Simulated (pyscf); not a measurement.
Hydrogen abstraction: HO–Si(OH)(F)–F + hydroxyl (OH•) → •O–Si(OH)(F)–F + water (H₂O)

Gas phase, doublet surface, charge 0. Bonds broken: O1–H6. Bonds formed: H6–O8. PySCF, gas phase, ωB97X-D3(BJ)/def2-SVP geometries.

Transition state (Å):

```xyz
9

O     -0.4925     1.4098     0.4179
Si    -1.0208    -0.1424     0.3264
O     -0.0918    -0.9518    -0.7619
F     -2.5683    -0.2892    -0.0791
F     -0.8918    -0.7776     1.7949
H     -0.3110     1.9607    -0.6382
H     -0.3808    -1.8206    -1.0608
O     -0.4387     1.7434    -1.7367
H      0.1928     1.0147    -1.8911
```

One imaginary mode, 1647i cm⁻¹; descent along it reached the two sides named, in the forms told below.

```
bond   change  reactant side (Å)  saddle  product side
-----  ------  -----------------  ------  ------------
O1–H6  breaks              0.977   1.205         2.293
H6–O8   forms              1.890   1.127         0.968
```

Electronic energies relative to the separated reactants (kJ/mol):

```json
[
 {"level": "ωB97X-D3(BJ)/def2-TZVP", "barrier": "30.9", "reaction energy": "+24.4", "reverse barrier": "6.5"},
 {"level": "PBE/def2-TZVP", "barrier": "-24.9", "reaction energy": "+8.3", "reverse barrier": "-33.2"},
 {"level": "r²SCAN/def2-TZVP", "barrier": "-3.6", "reaction energy": "+19.5", "reverse barrier": "-23.1"},
 {"level": "B3LYP-D3(BJ)/def2-TZVP", "barrier": "11.1", "reaction energy": "+20.6", "reverse barrier": "-9.5"},
 {"level": "PBE0-D3(BJ)/def2-TZVP", "barrier": "14.7", "reaction energy": "+22.7", "reverse barrier": "-8.0"},
 {"level": "M06-2X/def2-TZVP", "barrier": "35.6", "reaction energy": "+27.0", "reverse barrier": "8.6"},
 {"level": "ωB97M-D3(BJ)/def2-TZVP", "barrier": "32.1", "reaction energy": "+23.9", "reverse barrier": "8.2"},
 {"level": "HF/def2-TZVP", "barrier": "156.4", "reaction energy": "+33.7", "reverse barrier": "122.7"}
]
```

With ωB97M-D3(BJ)/def2-TZVP energies and thermal terms (ideal gas, 1 atm, RRHO with modes under 100 cm⁻¹ raised to 100, one conformer, R ln 2 for chiral ones without a mode under 150 cm⁻¹), in kJ/mol:

| T (K) | ΔH‡ | ΔG‡ | ΔH | ΔG |
|---|---|---|---|---|
| 298 | 26.2 | 68.4 | +27.5 | +23.9 |
| 600 | 25.4 | 111.6 | +25.5 | +21.0 |
| 900 | 26.5 | 154.5 | +23.4 | +19.2 |
| 1200 | 28.4 | 196.9 | +21.6 | +18.1 |

On the reactant side the descent ends in a complex, 32.9 kJ/mol under the separated species and 63.8 kJ/mol under the saddle at ωB97X-D3(BJ)/def2-TZVP. On the product side the descent ends in an adduct with a O–Si contact, 37.9 kJ/mol under the separated species and 44.4 kJ/mol under the saddle at ωB97X-D3(BJ)/def2-TZVP. At PBE, r²SCAN the saddle lies under the separated reactants, which points to a path from their complex (located at ωB97X-D3(BJ) alone). At PBE, r²SCAN, B3LYP-D3(BJ), PBE0-D3(BJ) the saddle lies under the separated products, which points to a path from their complex (located at ωB97X-D3(BJ) alone), and parting the products costs more than the saddle. This is the saddle that the search found; another between the same sides may lie lower. The angle at the transferred H is 139°. Left out: orbital degeneracy and the spin-orbit lowering of OH.
